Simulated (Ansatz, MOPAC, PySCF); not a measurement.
Barrier height from CHN (SMILES C#N) to the transition structure CHN, without zero-point energy, on the benchmark's geometries as Psi4's copy of the set gives them.
Transition structure (charge 0, multiplicity 1):
```xyz
3

C      0.0803     0.6203     0.0000
N      0.0803    -0.5681     0.0000
H     -1.0441     0.2551     0.0000
```
Reactant (charge 0, multiplicity 1):
```xyz
3

C      0.000     0.000    -0.500
N      0.000     0.000     0.653
H      0.000     0.000    -1.566
```

| level | barrier height (eV) | cost |
|---|---|---|
| PM3 | 3.258 | - |
| PM6 | 3.922 | - |
| PM7 | 3.945 | - |
| HF/STO-3G | 3.076 | - |
| HF/cc-pVDZ | 2.044 | - |
| HF/aug-cc-pVTZ | 2.055 | - |
| PBE-D3(BJ)/def2-TZVPPD | 1.977 | ×1 |
| PBE-D4/def2-TZVPPD | 1.977 | ×1 |
| BLYP-D3(BJ)/def2-TZVPPD | 2.028 | ×1 |
| revPBE/def2-TZVPPD | 1.977 | ×1 |
| revPBE-D4/def2-TZVPPD | 1.979 | ×1 |
| r2SCAN/def2-TZVPPD | 2.006 | ×2 |
| r2SCAN-D3(BJ)/def2-TZVPPD | 2.007 | ×2 |
| B97M-V/def2-TZVPPD | 1.978 | ×2 |
| B3LYP/3-21G | 2.792 | - |
| B3LYP/6-311+G** | 2.082 | - |
| B3LYP-D4/def2-TZVPPD | 2.056 | ×1 |
| PBE0/def2-TZVPPD | 2.009 | ×1 |
| PBE0-D3(BJ)/def2-TZVPPD | 2.010 | ×1 |
| PBE0-D4/def2-TZVPPD | 2.010 | ×1 |
| BHLYP-D4/def2-TZVPPD | 2.080 | ×1 |
| M06-2X/6-31G* | 2.143 | - |
| CAM-B3LYP/def2-TZVPPD | 2.042 | ×2 |
| CAM-B3LYP-D3(BJ)/def2-TZVPPD | 2.042 | ×2 |
| wB97X-V/def2-TZVPPD | 1.987 | ×2 |
| B2PLYP/def2-TZVPPD | 2.110 | ×2 |
| B2PLYP-D3(BJ)/def2-TZVPPD | 2.110 | ×2 |
| MP2/6-31G* | 2.459 | - |
| MP2/aug-cc-pVDZ | 2.207 | - |
| MP2/cc-pVDZ | 2.248 | - |
| MP2/aug-cc-pVTZ | 2.251 | - |
| MP2/CBS(aug-cc-pVTZ, aug-cc-pVQZ) | 2.265 | - |
| SCS-MP2/aug-cc-pVQZ | 2.268 | - |
| CCSD/cc-pVDZ | 2.067 | - |
| CCSD/aug-cc-pVTZ | 2.078 | - |
| CCSD(T)/aug-cc-pVDZ | 2.005 | ×3 |
| CCSD(T)/cc-pVDZ | 2.046 | ×1 |
| CCSD(T)/aug-cc-pVTZ | 2.059 | ×10 |
| CCSD(T)/CBS(aug-cc-pVTZ, aug-cc-pVQZ) | 2.070 | ×80 |
| CCSDT(Q)/cc-pVDZ | 2.044 | ×9 |

The rows run from 1.977 (PBE-D3(BJ)/def2-TZVPPD) to 3.945 eV (PM7). In aug-cc-pVTZ the value moves HF 2.055, MP2 2.251, CCSD 2.078, CCSD(T) 2.059, a shift of 0.004 from HF to CCSD(T). The dispersion term adds 0.001 in revPBE-D4, 0.000 in r2SCAN-D3(BJ), 0.000 in PBE0-D3(BJ). The 7 functionals in def2-TZVPPD without D3 or D4 span 0.132, from revPBE to B2PLYP.

Open shells are unrestricted; no spin–orbit coupling.

Correlated levels freeze the cores. CBS(a, b) extrapolates the correlation energy as X⁻³ and adds the Hartree–Fock energy of set b. Rows in 3-21G, 6-311+G**, 6-31G*, STO-3G carry no dispersion term and start afresh at each structure (6-31G* with six Cartesian d functions). MP2/6-31G* freezes PySCF's default core. The state that PM3, PM6, PM7 reach isn't checked; PM7 holds dispersion and hydrogen-bond terms.

Codes used: Ansatz (a first-principles code); MOPAC for PM3, PM6, PM7 (differences of heats of formation); PySCF for 3-21G rows, 6-311+G** rows, 6-31G* rows, STO-3G rows, the dispersion terms. Values without a source in brackets are computed.

Costs are rough ratios of core time to PBE/def2-TZVPPD (about 0.9 s over the structures, on one shared machine); a dash marks a level with no comparable run of its own. 

The set's own value is 48.16 kcal/mol (Zhao et al., NHTBH38), an estimate for the real system.
